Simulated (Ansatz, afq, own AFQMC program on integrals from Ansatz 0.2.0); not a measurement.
**GeNH₂, quartet: AFQMC among the cluster methods**

```xyz
4

Ge   -0.0327    0.0000    0.2626
N     0.0627    0.0000   -1.4688
H     0.7443   -1.2582    0.7419
H     0.7443    1.2582    0.7419
```

Connectivity, by distances: GeH2–N.

Basis cc-pVDZ. Only valence electrons are correlated. AFQMC by an in-house program on the Cholesky factors that Ansatz 0.2.0 writes for its CCSD(T) run. ph-AFQMC/CISD is guided by a CISD state made of CCSD amplitudes; releasing the constraint for a short imaginary time cuts its bias at the price of noise, slowly where states lie close. Free AFQMC starts from the CCSD state and is never constrained. Its projection time is finite, and what remains of the start isn't in its error. ± is one standard error of the sampling. No spin–orbit coupling.

Determinant: UHF, the one that the program's search chose, which needn't be the lowest solution. The geometry is a point of a scan.

No full CI on the walks' own integrals is used here. The released AFQMC energy serves as the reference, which it does only where one determinant dominates, the energy is flat over the last release times and near the phaseless one (40 meV or 2 meV an electron, half that with transition metals). On small molecules, where full CI could be run and the noise was under 10 meV, such values lay within 10 meV of it in 19 cases of 20, a flattering rate, since the rule was set on those same cases; what remains of the bias isn't in the error bar.

Cautions: no relativity below Rb; no spin-orbit coupling; inner d shell frozen; lower spins were not checked; the ph-AFQMC/CISD walk drifts between its halves (2.1 errors); the released value is read at 2.40 1/Eh with a noise of 13 meV, more than in the cases checked (meV from the phaseless value at times in 1/Eh: 15 ± 8 at 0.24, 27 ± 11 at 0.51, 20 ± 11 at 0.99, 2 ± 14 at 1.62, 15 ± 13 at 2.40).

* T1 diagnostic: 0.0235
* weight of the determinant in the CISD state: 0.896
* ⟨S²⟩ of the determinant: 3.766
* size of the correlated space: 11 electrons in 36 orbitals

Reference: AFQMC with the constraint released, correlation energy -5.841 ± 0.013 eV.

| level | E − E(reference) (mEh) | share of correlation (%) |
| --- | --- | --- |
| HF | 214.66 ± 0.48 | 0.00 |
| MP2 | 42.28 ± 0.48 | 80.30 |
| CCSD | 6.01 ± 0.48 | 97.20 |
| CCSD(T) | 1.53 ± 0.48 | 99.29 |
| ph-AFQMC/HF | 2.73 ± 1.69 | 98.73 |
| ph-AFQMC/CISD | -0.54 ± 0.56 | 100.25 |
| free AFQMC | 0.45 ± 0.61 | 99.79 |

Free projections are given only where their last times agree within the noise and don't stop above the reference; a slow remainder of the start can still hide under it. A walk keeps the symmetry of its determinant, which the program's search chose and which needn't be the lowest solution, so a lower state of the same spin and another symmetry isn't excluded. Released energies are given only where the last usable release times agree within the noise; a slower fall can still hide under it.
